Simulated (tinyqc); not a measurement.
Inside a calculation (part 2 of 3). Method: RHF in the sto-6g basis, for NH3, spin multiplicity 1. Computed by tinyqc, a small Python program that keeps every step (integrals from PySCF). Command: `OMP_NUM_THREADS=1 python tinyqc.py 26136 26137 out.jsonl` (the two numbers bound the seeds that draw the settings). One thread of a shared host (Intel(R) Xeon(R) Processor @ 2.60GHz), about 0.2 s of CPU time with the checks.

Geometry (angstrom):
```
atom          x          y         z
N      0.000000   0.000000  0.289000
H      1.139000   0.000000  0.000000
H     -0.569000   0.986000  0.000000
H     -0.569000  -0.986000  0.000000
```

## Iteration 1: building the Fock matrix

D at the start, order 1N 1s, 1N 2s, 1N 2px, 1N 2py, 1N 2pz, 2H 1s, 3H 1s, 4H 1s:
$$\begin{pmatrix}
2.128534 & -0.599209 & 0.000041 & 0.000000 & 0.027765 & 0.074883 & 0.074957 & 0.074957 \\
-0.599209 & 2.770447 & -0.000310 & 0.000000 & -0.169362 & -0.327854 & -0.328205 & -0.328205 \\
0.000041 & -0.000310 & 2.353092 & 0.000000 & 0.000098 & -0.401861 & 0.201044 & 0.201044 \\
0.000000 & 0.000000 & 0.000000 & 2.353622 & 0.000000 & 0.000000 & -0.348398 & 0.348398 \\
0.027765 & -0.169362 & 0.000098 & 0.000000 & 2.042329 & 0.096128 & 0.096270 & 0.096270 \\
0.074883 & -0.327854 & -0.401861 & 0.000000 & 0.096128 & 0.110300 & 0.007372 & 0.007372 \\
0.074957 & -0.328205 & 0.201044 & -0.348398 & 0.096270 & 0.007372 & 0.110490 & 0.007346 \\
0.074957 & -0.328205 & 0.201044 & 0.348398 & 0.096270 & 0.007372 & 0.007346 & 0.110490
\end{pmatrix}$$

core Hamiltonian H = T + V (hartree), order 1N 1s, 1N 2s, 1N 2px, 1N 2py, 1N 2pz, 2H 1s, 3H 1s, 4H 1s:
$$\begin{pmatrix}
-25.788497 & -5.635840 & 0.000007 & 0.000000 & 0.009183 & -1.025095 & -1.026467 & -1.026467 \\
-5.635840 & -7.531278 & 0.000064 & 0.000000 & 0.105369 & -2.522524 & -2.524887 & -2.524887 \\
0.000007 & 0.000064 & -6.301159 & 0.000000 & -0.000029 & -1.979032 & 0.989854 & 0.989854 \\
0.000000 & 0.000000 & 0.000000 & -6.301319 & 0.000000 & 0.000000 & -1.715284 & 1.715284 \\
0.009183 & 0.105369 & -0.000029 & 0.000000 & -6.185227 & 0.525801 & 0.526432 & 0.526432 \\
-1.025095 & -2.522524 & -1.979032 & 0.000000 & 0.525801 & -4.111670 & -0.692987 & -0.692987 \\
-1.026467 & -2.524887 & 0.989854 & -1.715284 & 0.526432 & -0.692987 & -4.113114 & -0.693309 \\
-1.026467 & -2.524887 & 0.989854 & 1.715284 & 0.526432 & -0.692987 & -0.693309 & -4.113114
\end{pmatrix}$$

nuclear repulsion = 10.26499794 hartree

Given earlier and not repeated: Two-electron integrals (ij|kl) in chemists' order.

J_ij = sum D_kl (ij|kl), K_ij = sum D_kl (ik|jl); F = H + J - 0.5 K; E = tr D H + tr D J / 2 - 0.25 tr D K + E_nn.

Coulomb J (hartree), order 1N 1s, 1N 2s, 1N 2px, 1N 2py, 1N 2pz, 2H 1s, 3H 1s, 4H 1s:
$$\begin{pmatrix}
16.457501 & 2.944901 & -0.000001 & 0.000000 & -0.002033 & 0.545430 & 0.546163 & 0.546163 \\
2.944901 & 7.734907 & 0.000012 & 0.000000 & 0.003333 & 2.477004 & 2.479361 & 2.479361 \\
-0.000001 & 0.000012 & 7.732318 & 0.000000 & -0.000004 & 2.060977 & -1.030874 & -1.030874 \\
0.000000 & 0.000000 & 0.000000 & 7.732301 & 0.000000 & 0.000000 & 1.786370 & -1.786370 \\
-0.002033 & 0.003333 & -0.000004 & 0.000000 & 7.740098 & -0.521721 & -0.522378 & -0.522378 \\
0.545430 & 2.477004 & 2.060977 & 0.000000 & -0.521721 & 4.285119 & 0.656712 & 0.656712 \\
0.546163 & 2.479361 & -1.030874 & 1.786370 & -0.522378 & 0.656712 & 4.286782 & 0.657022 \\
0.546163 & 2.479361 & -1.030874 & -1.786370 & -0.522378 & 0.656712 & 0.657022 & 4.286782
\end{pmatrix}$$

exchange K (hartree), order 1N 1s, 1N 2s, 1N 2px, 1N 2py, 1N 2pz, 2H 1s, 3H 1s, 4H 1s:
$$\begin{pmatrix}
8.622604 & 1.382498 & 0.000000 & 0.000000 & -0.000599 & 0.275673 & 0.276035 & 0.276035 \\
1.382498 & 2.479934 & 0.000012 & 0.000000 & 0.000548 & 0.681618 & 0.682314 & 0.682314 \\
0.000000 & 0.000012 & 2.060560 & 0.000000 & -0.000007 & 0.422838 & -0.211505 & -0.211505 \\
0.000000 & 0.000000 & 0.000000 & 2.060528 & 0.000000 & 0.000000 & 0.366514 & -0.366514 \\
-0.000599 & 0.000548 & -0.000007 & 0.000000 & 2.071390 & -0.106460 & -0.106601 & -0.106601 \\
0.275673 & 0.681618 & 0.422838 & 0.000000 & -0.106460 & 0.314530 & 0.153558 & 0.153558 \\
0.276035 & 0.682314 & -0.211505 & 0.366514 & -0.106601 & 0.153558 & 0.315093 & 0.153677 \\
0.276035 & 0.682314 & -0.211505 & -0.366514 & -0.106601 & 0.153558 & 0.153677 & 0.315093
\end{pmatrix}$$

Fock matrix F (hartree), order 1N 1s, 1N 2s, 1N 2px, 1N 2py, 1N 2pz, 2H 1s, 3H 1s, 4H 1s:
$$\begin{pmatrix}
-13.642298 & -3.382188 & 0.000006 & 0.000000 & 0.007450 & -0.617502 & -0.618322 & -0.618322 \\
-3.382188 & -1.036338 & 0.000070 & 0.000000 & 0.108429 & -0.386329 & -0.386684 & -0.386684 \\
0.000006 & 0.000070 & 0.400880 & 0.000000 & -0.000029 & -0.129474 & 0.064732 & 0.064732 \\
0.000000 & 0.000000 & 0.000000 & 0.400718 & 0.000000 & 0.000000 & -0.112171 & 0.112171 \\
0.007450 & 0.108429 & -0.000029 & 0.000000 & 0.519176 & 0.057309 & 0.057354 & 0.057354 \\
-0.617502 & -0.386329 & -0.129474 & 0.000000 & 0.057309 & 0.016185 & -0.113054 & -0.113054 \\
-0.618322 & -0.386684 & 0.064732 & -0.112171 & 0.057354 & -0.113054 & 0.016122 & -0.113127 \\
-0.618322 & -0.386684 & 0.064732 & 0.112171 & 0.057354 & -0.113054 & -0.113127 & 0.016122
\end{pmatrix}$$

total energy of this density = -53.35971028 hartree

## Iteration 1: diagonalisation and new density

X, order 1N 1s, 1N 2s, 1N 2px, 1N 2py, 1N 2pz, 2H 1s, 3H 1s, 4H 1s:
$$\begin{pmatrix}
-0.336205 & 0.000000 & -0.000600 & 0.756032 & 0.597319 & 0.000043 & 0.000000 & 0.160130 \\
1.223890 & 0.000000 & 0.001571 & -0.122031 & 0.166309 & 0.000104 & 0.000000 & 0.455883 \\
-0.001498 & 0.000000 & 0.944828 & 0.000110 & 0.000008 & 0.639365 & 0.000000 & -0.000126 \\
0.000000 & 0.945138 & 0.000000 & 0.000000 & 0.000000 & 0.000000 & 0.639297 & 0.000000 \\
-0.256574 & 0.000000 & -0.000259 & -0.647818 & 0.735273 & 0.000012 & 0.000000 & -0.096719 \\
-0.569931 & 0.000000 & -0.887097 & -0.138440 & -0.108451 & 0.454539 & 0.000000 & 0.308318 \\
-0.572354 & -0.767782 & 0.442349 & -0.138393 & -0.108429 & -0.227049 & 0.393487 & 0.308559 \\
-0.572354 & 0.767782 & 0.442349 & -0.138393 & -0.108429 & -0.227049 & -0.393487 & 0.308559
\end{pmatrix}$$

Diagonalise F' = X^T F X, C = X C', fill 5 alpha and 5 beta electrons from the bottom; D = 2 C_occ C_occ^T. Each column has its largest component positive (the first on a tie).

F' = X^T F X (hartree):
$$\begin{pmatrix}
0.410885 & 0.000000 & -0.001090 & 1.208432 & 0.960293 & -0.000160 & 0.000000 & 0.332372 \\
0.000000 & 0.835930 & 0.000000 & 0.000000 & 0.000000 & 0.000000 & 0.190712 & 0.000000 \\
-0.001090 & 0.000000 & 0.835347 & 0.002797 & 0.002323 & 0.190796 & 0.000000 & 0.000939 \\
1.208432 & 0.000000 & 0.002797 & -6.593718 & -6.284141 & -0.000561 & 0.000000 & -2.972751 \\
0.960293 & 0.000000 & 0.002323 & -6.284141 & -5.007155 & -0.000508 & 0.000000 & -2.646100 \\
-0.000160 & 0.000000 & 0.190796 & -0.000561 & -0.000508 & 0.091044 & 0.000000 & -0.000323 \\
0.000000 & 0.190712 & 0.000000 & 0.000000 & 0.000000 & 0.000000 & 0.090929 & 0.000000 \\
0.332372 & 0.000000 & 0.000939 & -2.972751 & -2.646100 & -0.000323 & 0.000000 & -1.643500
\end{pmatrix}$$

orbital energies (hartree): MO1 -13.648024, MO2 -0.339109, MO3 0.044946, MO4 0.044986, MO5 0.491434, MO6 0.662208, MO7 0.881409, MO8 0.881913

coefficients C, order 1N 1s, 1N 2s, 1N 2px, 1N 2py, 1N 2pz, 2H 1s, 3H 1s, 4H 1s:
$$\begin{pmatrix}
0.994516 & -0.195651 & 0.000000 & 0.000043 & -0.136322 & -0.145347 & 0.000215 & 0.000000 \\
0.025586 & 0.659563 & 0.000000 & -0.000139 & 0.726390 & 0.885982 & -0.001476 & 0.000000 \\
-0.000003 & -0.000055 & 0.000000 & 0.399796 & 0.000317 & 0.001228 & 1.068481 & 0.000000 \\
0.000000 & 0.000000 & 0.399956 & 0.000000 & 0.000000 & 0.000000 & 0.000000 & 1.068655 \\
-0.001949 & -0.102571 & 0.000000 & 0.000034 & 0.731303 & -0.700108 & 0.000658 & 0.000000 \\
-0.004774 & 0.233152 & 0.000000 & 0.649913 & -0.316674 & -0.546417 & -0.754143 & 0.000000 \\
-0.004779 & 0.233235 & 0.562486 & -0.324614 & -0.316647 & -0.545714 & 0.378240 & -0.654164 \\
-0.004779 & 0.233235 & -0.562486 & -0.324614 & -0.316647 & -0.545714 & 0.378240 & 0.654164
\end{pmatrix}$$

D after iteration 1, order 1N 1s, 1N 2s, 1N 2px, 1N 2py, 1N 2pz, 2H 1s, 3H 1s, 4H 1s:
$$\begin{pmatrix}
2.091850 & -0.405244 & -0.000036 & 0.000000 & -0.163127 & -0.014333 & -0.014467 & -0.014467 \\
-0.405244 & 1.926643 & 0.000277 & 0.000000 & 0.927019 & -0.152925 & -0.152505 & -0.152505 \\
-0.000036 & 0.000277 & 0.319674 & 0.000000 & 0.000502 & 0.519439 & -0.259785 & -0.259785 \\
0.000000 & 0.000000 & 0.000000 & 0.319930 & 0.000000 & 0.000000 & 0.449940 & -0.449940 \\
-0.163127 & 0.927019 & 0.000502 & 0.000000 & 1.090657 & -0.510935 & -0.510979 & -0.510979 \\
-0.014333 & -0.152925 & 0.519439 & 0.000000 & -0.510935 & 1.154103 & -0.112590 & -0.112590 \\
-0.014467 & -0.152505 & -0.259785 & 0.449940 & -0.510979 & -0.112590 & 1.152904 & -0.112660 \\
-0.014467 & -0.152505 & -0.259785 & -0.449940 & -0.510979 & -0.112590 & -0.112660 & 1.152904
\end{pmatrix}$$

## Iteration 2: building the Fock matrix

As before.

Coulomb J (hartree), order 1N 1s, 1N 2s, 1N 2px, 1N 2py, 1N 2pz, 2H 1s, 3H 1s, 4H 1s:
$$\begin{pmatrix}
13.878691 & 2.399670 & 0.000008 & 0.000000 & 0.022818 & 0.446581 & 0.447181 & 0.447181 \\
2.399670 & 6.432334 & 0.000091 & 0.000000 & 0.045104 & 2.180817 & 2.182740 & 2.182740 \\
0.000008 & 0.000091 & 6.446968 & 0.000000 & 0.000050 & 1.883592 & -0.942027 & -0.942027 \\
0.000000 & 0.000000 & 0.000000 & 6.447054 & 0.000000 & 0.000000 & 1.632466 & -1.632466 \\
0.022818 & 0.045104 & 0.000050 & 0.000000 & 6.402980 & -0.470802 & -0.471363 & -0.471363 \\
0.446581 & 2.180817 & 1.883592 & 0.000000 & -0.470802 & 4.307075 & 0.598650 & 0.598650 \\
0.447181 & 2.182740 & -0.942027 & 1.632466 & -0.471363 & 0.598650 & 4.307710 & 0.598879 \\
0.447181 & 2.182740 & -0.942027 & -1.632466 & -0.471363 & 0.598650 & 0.598879 & 4.307710
\end{pmatrix}$$

exchange K (hartree), order 1N 1s, 1N 2s, 1N 2px, 1N 2py, 1N 2pz, 2H 1s, 3H 1s, 4H 1s:
$$\begin{pmatrix}
8.473050 & 1.245990 & -0.000002 & 0.000000 & -0.001739 & 0.245880 & 0.246205 & 0.246205 \\
1.245990 & 1.923721 & -0.000049 & 0.000000 & 0.276606 & 0.789798 & 0.790454 & 0.790454 \\
-0.000002 & -0.000049 & 1.158603 & 0.000000 & 0.000470 & 0.705566 & -0.352810 & -0.352810 \\
0.000000 & 0.000000 & 0.000000 & 1.159219 & 0.000000 & 0.000000 & 0.611385 & -0.611385 \\
-0.001739 & 0.276606 & 0.000470 & 0.000000 & 1.390389 & -0.218601 & -0.218816 & -0.218816 \\
0.245880 & 0.789798 & 0.705566 & 0.000000 & -0.218601 & 1.353866 & 0.205347 & 0.205347 \\
0.246205 & 0.790454 & -0.352810 & 0.611385 & -0.218816 & 0.205347 & 1.353745 & 0.205418 \\
0.246205 & 0.790454 & -0.352810 & -0.611385 & -0.218816 & 0.205347 & 0.205418 & 1.353745
\end{pmatrix}$$

Fock matrix F (hartree), order 1N 1s, 1N 2s, 1N 2px, 1N 2py, 1N 2pz, 2H 1s, 3H 1s, 4H 1s:
$$\begin{pmatrix}
-16.146331 & -3.859166 & 0.000016 & 0.000000 & 0.032871 & -0.701454 & -0.702388 & -0.702388 \\
-3.859166 & -2.060804 & 0.000180 & 0.000000 & 0.012171 & -0.736606 & -0.737374 & -0.737374 \\
0.000016 & 0.000180 & -0.433492 & 0.000000 & -0.000213 & -0.448223 & 0.224232 & 0.224232 \\
0.000000 & 0.000000 & 0.000000 & -0.433875 & 0.000000 & 0.000000 & -0.388510 & 0.388510 \\
0.032871 & 0.012171 & -0.000213 & 0.000000 & -0.477441 & 0.164299 & 0.164477 & 0.164477 \\
-0.701454 & -0.736606 & -0.448223 & 0.000000 & 0.164299 & -0.481528 & -0.197010 & -0.197010 \\
-0.702388 & -0.737374 & 0.224232 & -0.388510 & 0.164477 & -0.197010 & -0.482277 & -0.197139 \\
-0.702388 & -0.737374 & 0.224232 & 0.388510 & 0.164477 & -0.197010 & -0.197139 & -0.482277
\end{pmatrix}$$

total energy of this density = -55.59631419 hartree

## Iteration 2: diagonalisation and new density

As before.

F' = X^T F X (hartree):
$$\begin{pmatrix}
-0.199117 & 0.000000 & -0.001265 & 1.619520 & 1.094418 & 0.000020 & 0.000000 & 0.143760 \\
0.000000 & 0.403959 & 0.000000 & 0.000000 & 0.000000 & 0.000000 & 0.002550 & 0.000000 \\
-0.001265 & 0.000000 & 0.403658 & 0.003689 & 0.002590 & 0.002541 & 0.000000 & 0.000673 \\
1.619520 & 0.000000 & 0.003689 & -8.374043 & -6.909663 & -0.000638 & 0.000000 & -3.335460 \\
1.094418 & 0.000000 & 0.002590 & -6.909663 & -6.567816 & -0.000714 & 0.000000 & -2.965146 \\
0.000020 & 0.000000 & 0.002541 & -0.000638 & -0.000714 & -0.656140 & 0.000000 & -0.000127 \\
0.000000 & 0.002550 & 0.000000 & 0.000000 & 0.000000 & 0.000000 & -0.656549 & 0.000000 \\
0.143760 & 0.000000 & 0.000673 & -3.335460 & -2.965146 & -0.000127 & 0.000000 & -2.521906
\end{pmatrix}$$

orbital energies (hartree): MO1 -16.148372, MO2 -1.234145, MO3 -0.656555, MO4 -0.656146, MO5 -0.547837, MO6 0.267468, MO7 0.403667, MO8 0.403966

coefficients C, order 1N 1s, 1N 2s, 1N 2px, 1N 2py, 1N 2pz, 2H 1s, 3H 1s, 4H 1s:
$$\begin{pmatrix}
0.996994 & -0.225848 & 0.000000 & -0.000161 & -0.053910 & -0.138345 & 0.000132 & 0.000000 \\
0.014313 & 0.884736 & 0.000000 & 0.000912 & 0.338557 & 0.922336 & -0.001059 & 0.000000 \\
-0.000003 & -0.000218 & 0.000000 & 0.637096 & -0.000920 & 0.000623 & 0.946359 & 0.000000 \\
0.000000 & 0.000000 & 0.637023 & 0.000000 & 0.000000 & 0.000000 & 0.000000 & 0.946673 \\
-0.002815 & -0.024743 & 0.000000 & 0.001376 & 0.898953 & -0.476173 & 0.000355 & 0.000000 \\
-0.002769 & 0.103892 & 0.000000 & 0.456306 & -0.193837 & -0.636505 & -0.884663 & 0.000000 \\
-0.002773 & 0.104169 & 0.395332 & -0.228467 & -0.192722 & -0.635888 & 0.443147 & -0.766834 \\
-0.002773 & 0.104169 & -0.395332 & -0.228467 & -0.192722 & -0.635888 & 0.443147 & 0.766834
\end{pmatrix}$$

D after iteration 2, order 1N 1s, 1N 2s, 1N 2px, 1N 2py, 1N 2pz, 2H 1s, 3H 1s, 4H 1s:
$$\begin{pmatrix}
2.095823 & -0.407594 & -0.000013 & 0.000000 & -0.091362 & -0.031697 & -0.031729 & -0.031729 \\
-0.407594 & 1.795167 & 0.000152 & 0.000000 & 0.564834 & 0.053338 & 0.053334 & 0.053334 \\
-0.000013 & 0.000152 & 0.811785 & 0.000000 & 0.000110 & 0.581733 & -0.290802 & -0.290802 \\
0.000000 & 0.000000 & 0.000000 & 0.811597 & 0.000000 & 0.000000 & 0.503671 & -0.503671 \\
-0.091362 & 0.564834 & 0.000110 & 0.000000 & 1.617479 & -0.352370 & -0.352264 & -0.352264 \\
-0.031697 & 0.053338 & 0.581733 & 0.000000 & -0.352370 & 0.513178 & -0.112128 & -0.112128 \\
-0.031729 & 0.053334 & -0.290802 & 0.503671 & -0.352264 & -0.112128 & 0.512970 & -0.112179 \\
-0.031729 & 0.053334 & -0.290802 & -0.503671 & -0.352264 & -0.112128 & -0.112179 & 0.512970
\end{pmatrix}$$

## Iteration 18 (converged): orbitals

converged F (hartree), order 1N 1s, 1N 2s, 1N 2px, 1N 2py, 1N 2pz, 2H 1s, 3H 1s, 4H 1s:
$$\begin{pmatrix}
-15.487802 & -3.735265 & 0.000005 & 0.000000 & 0.018074 & -0.680095 & -0.680998 & -0.680998 \\
-3.735265 & -1.762340 & 0.000109 & 0.000000 & 0.046715 & -0.669830 & -0.670425 & -0.670425 \\
0.000005 & 0.000109 & -0.207481 & 0.000000 & -0.000050 & -0.404078 & 0.202061 & 0.202061 \\
0.000000 & 0.000000 & 0.000000 & -0.207719 & 0.000000 & 0.000000 & -0.350113 & 0.350113 \\
0.018074 & 0.046715 & -0.000050 & 0.000000 & -0.287079 & 0.130636 & 0.130750 & 0.130750 \\
-0.680095 & -0.669830 & -0.404078 & 0.000000 & 0.130636 & -0.370009 & -0.174313 & -0.174313 \\
-0.680998 & -0.670425 & 0.202061 & -0.350113 & 0.130750 & -0.174313 & -0.370459 & -0.174420 \\
-0.680998 & -0.670425 & 0.202061 & 0.350113 & 0.130750 & -0.174313 & -0.174420 & -0.370459
\end{pmatrix}$$

As before.

F' = X^T F X (hartree):
$$\begin{pmatrix}
0.076939 & 0.000000 & -0.001190 & 1.483798 & 1.109827 & -0.000085 & 0.000000 & 0.207108 \\
0.000000 & 0.599574 & 0.000000 & 0.000000 & 0.000000 & 0.000000 & 0.076229 & 0.000000 \\
-0.001190 & 0.000000 & 0.599137 & 0.003367 & 0.002646 & 0.076243 & 0.000000 & 0.000757 \\
1.483798 & 0.000000 & 0.003367 & -7.931958 & -6.714044 & -0.000649 & 0.000000 & -3.235260 \\
1.109827 & 0.000000 & 0.002646 & -6.714044 & -6.195502 & -0.000594 & 0.000000 & -2.874577 \\
-0.000085 & 0.000000 & 0.076243 & -0.000649 & -0.000594 & -0.497675 & 0.000000 & -0.000254 \\
0.000000 & 0.076229 & 0.000000 & 0.000000 & 0.000000 & 0.000000 & -0.497891 & 0.000000 \\
0.207108 & 0.000000 & 0.000757 & -3.235260 & -2.874577 & -0.000254 & 0.000000 & -2.312040
\end{pmatrix}$$

orbital energies (hartree): MO1 -15.490569, MO2 -0.990103, MO3 -0.503161, MO4 -0.502949, MO5 -0.312549, MO6 0.430657, MO7 0.604414, MO8 0.604843

coefficients C, order 1N 1s, 1N 2s, 1N 2px, 1N 2py, 1N 2pz, 2H 1s, 3H 1s, 4H 1s:
$$\begin{pmatrix}
0.996405 & -0.212830 & 0.000000 & -0.000046 & -0.060409 & -0.159000 & 0.000202 & 0.000000 \\
0.016964 & 0.791211 & 0.000000 & 0.000271 & 0.322640 & 1.008904 & -0.001473 & 0.000000 \\
-0.000002 & -0.000117 & 0.000000 & 0.572632 & -0.000103 & 0.001064 & 0.986702 & 0.000000 \\
0.000000 & 0.000000 & 0.572597 & 0.000000 & 0.000000 & 0.000000 & 0.000000 & 0.986976 \\
-0.002049 & -0.073398 & 0.000000 & 0.000129 & 0.934252 & -0.396562 & 0.000538 & 0.000000 \\
-0.003130 & 0.160673 & 0.000000 & 0.514560 & -0.124058 & -0.642189 & -0.852034 & 0.000000 \\
-0.003134 & 0.160867 & 0.445498 & -0.257155 & -0.123974 & -0.641125 & 0.427204 & -0.738819 \\
-0.003134 & 0.160867 & -0.445498 & -0.257155 & -0.123974 & -0.641125 & 0.427204 & 0.738819
\end{pmatrix}$$

D after iteration 18, order 1N 1s, 1N 2s, 1N 2px, 1N 2py, 1N 2pz, 2H 1s, 3H 1s, 4H 1s:
$$\begin{pmatrix}
2.083540 & -0.341963 & 0.000006 & 0.000000 & -0.085716 & -0.059689 & -0.059718 & -0.059718 \\
-0.341963 & 1.460798 & 0.000058 & 0.000000 & 0.486637 & 0.174372 & 0.174316 & 0.174316 \\
0.000006 & 0.000058 & 0.655815 & 0.000000 & -0.000028 & 0.589295 & -0.294523 & -0.294523 \\
0.000000 & 0.000000 & 0.000000 & 0.655734 & 0.000000 & 0.000000 & 0.510181 & -0.510181 \\
-0.085716 & 0.486637 & -0.000028 & 0.000000 & 1.756438 & -0.255244 & -0.255314 & -0.255314 \\
-0.059689 & 0.174372 & 0.589295 & 0.000000 & -0.255244 & 0.611975 & -0.182170 & -0.182170 \\
-0.059718 & 0.174316 & -0.294523 & 0.510181 & -0.255314 & -0.182170 & 0.611710 & -0.182164 \\
-0.059718 & 0.174316 & -0.294523 & -0.510181 & -0.255314 & -0.182170 & -0.182164 & 0.611710
\end{pmatrix}$$

## Convergence

Stop when the energy changes by less than 1e-10 hartree and every element of the error matrix X^T (F D S - S D F) X is below 3e-06.

Course of the cycle:
```
iteration   E (hartree)     change  largest element of the error matrix
1          -53.35971028          -                             8.16e-01
2          -55.59631419  -2.24e+00                             4.79e-01
3          -55.88528813  -2.89e-01                             1.63e-01
4          -55.91676821  -3.15e-02                             5.05e-02
5          -55.92055616  -3.79e-03                             1.92e-02
6          -55.92129408  -7.38e-04                             9.85e-03
7          -55.92146502  -1.71e-04                             4.41e-03
8          -55.92150768  -4.27e-05                             2.31e-03
9          -55.92151843  -1.07e-05                             1.12e-03
10         -55.92152114  -2.71e-06                             5.74e-04
11         -55.92152183  -6.85e-07                             2.86e-04
12         -55.92152200  -1.73e-07                             1.44e-04
13         -55.92152204  -4.36e-08                             7.22e-05
14         -55.92152205  -1.10e-08                             3.63e-05
15         -55.92152206  -2.77e-09                             1.82e-05
16         -55.92152206  -6.98e-10                             9.14e-06
17         -55.92152206  -1.76e-10                             4.59e-06
18         -55.92152206  -4.43e-11                             2.30e-06
```

PySCF RHF in the same basis = -55.92152206 hartree

Converged in 18 iterations.
